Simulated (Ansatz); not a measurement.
**CClSi+: an energy map over two coordinates**

Aim: map the energy of CClSi, SMILES [Si+]#CCl, charge +1 over two coordinates, and find its wells, ridges and stiffness.

The runs use Ansatz 0.2.0; RKS PBE0-D4/def2-TZVP.

## 1. Starting geometry

SMILES `[Si+]#CCl`, 3 atoms, charge 1, spin multiplicity 1.

Atoms are counted from 1 here; the program's logs count them from 0.

Bond lengths: Si1–C2 1.823 Å, C2–Cl3 1.589 Å. Angles: Si1–C2–Cl3 179.3°.

As a file:

| atom | x (Å) | y (Å) | z (Å) |
| --- | --- | --- | --- |
| Si1 | 0.5490 | 1.5862 | 0.4763 |
| C2 | -0.0304 | -0.0680 | -0.0238 |
| Cl3 | -0.5186 | -1.5182 | -0.4525 |

## 3. Setting up the map

- angle Si1–C2–Cl3 (carried through 180): 11 values from 140 to 220 °
- change of the bonds C2–Si1, C2–Cl3, all alike: 11 values from −0.184 to 0.285 Å

Nothing else is relaxed (all other coordinates rigid). Energies count from the relaxed molecule at the same level. Points are written as (first, second).

(The set-up runs are not shown.)

## 4. Grid point (180°, 0.003 Å)

File input.yaml:

```yaml
crystal:
  periodic: [false, false, false]
  atoms:
    - { symbol: Si, position_ang: [0.53727, 1.56126, 0.466852] }
    - { symbol: C, position_ang: [-0.023692, -0.068226, -0.020525] }
    - { symbol: Cl, position_ang: [-0.513506, -1.492858, -0.446986] }
total_charge: 1
basis:
  gaussian: { orbitals: def2-TZVP }
hamiltonian:
  xc: pbe0
  dispersion: d4
output:
  forces: true
```

Launch:

```sh
$ ansatz run input.yaml --threads 1 --pin off --max-ram 2560MiB --backend cpu --events-out ev --progress --plain --runs-dir out
```

Further runs follow: the other points that were computed.

Before running it: what results should come out? Wanted: lowest point; highest computed point; largest force on an atom.

As calculated:

| quantity | value |
| --- | --- |
| lowest point | (180°, 0.003 Å), 0 kJ/mol |
| highest computed point | (140°, −0.184 Å), 182 kJ/mol above the lowest |
| largest force on an atom (eV/Å) | 0.1 at (180°, 0.003 Å) to 14.7 at (140°, −0.184 Å); 0.1 at the lowest point |
| time for the whole task | 17 min on 1 thread, shared host |

**Reading.** The lowest computed point is at (180°, 0.003 Å), 0 kJ/mol from the relaxed molecule at the same level. The grid is coarse, so the lowest point of the scanned range may lie between grid points; coordinates that were held can hide deeper minima. No other kind of well shows on this grid. The highest computed point, (140°, −0.184 Å), lies 182 kJ/mol above the lowest. Round the minimum the two coordinates are nearly uncoupled.
